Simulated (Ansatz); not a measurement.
`F[C@@H]1O[C@H]1F` + H₂ → `FC1CO1` + H–F at 600 K and 1 bar (hydrogenolysis of a C–F bond).

Computed with Ansatz on PBE0-D4/def2-TZVP structures; ΔE is electronic, products minus reactants. CCSD(T)/CBS is the MP2 limit (def2-TZVPP, def2-QZVPP) plus CCSD(T) − MP2 in def2-TZVPP, frozen cores. This one scheme is used for every species.

```csv
species,CCSD(T)/CBS energy (Eh),H − E (kJ/mol),S (J/(mol·K))
`F[C@@H]1O[C@H]1F`,-352.00556,151.9,338.8
H₂,-1.17544,43.9,150.8
`FC1CO1`,-252.81736,167.1,318.6
H–F,-100.39570,42.3,194.0
```

H − E and S are ideal-gas, rigid-rotor, harmonic terms from PBE0-D4/def2-TZVP, for one conformer and one mirror image of each species. The MP2-based limit puts H₂ 0.8 mEh under its directly extrapolated value; such offsets cancel only in part. 1 Eh = 2625.50 kJ/mol, R = 8.31446 J/(mol·K).

Q: By hand: ΔE, ΔH, ΔS and ΔG.

A: ΔE = (-252.81736) + (-100.39570) − (-352.00556) − (-1.17544) = -0.03206 Eh = -84.2 kJ/mol. Δ(H − E) = 167.1 + 42.3 − 151.9 − 43.9 = 13.6, so ΔH = -70.6 kJ/mol. ΔS = 318.6 + 194.0 − 338.8 − 150.8 = 23.0 J/(mol·K). ΔG = -70.6 − 600 × (23.0)/1000 = -84.4 kJ/mol.

Q: By hand: the equilibrium constant, and the temperature at which ΔG would vanish if ΔH and ΔS stayed fixed.

A: log₁₀ K = −ΔG/(RT ln 10) = 7.3. ΔH and −TΔS have one sign here, so there is no such temperature.

ΔH outweighs TΔS. A doubt of 5 kJ/mol in ΔE shifts log₁₀ K by 0.4 here. Other conformers and mirror images would add mixing entropy, several J/(mol·K) or more a flexible species. These are equilibria of isolated gas molecules and say nothing of rates. Largest T1 diagnostic: 0.013 (customary marks: 0.02 for closed shells, 0.045 for open ones).
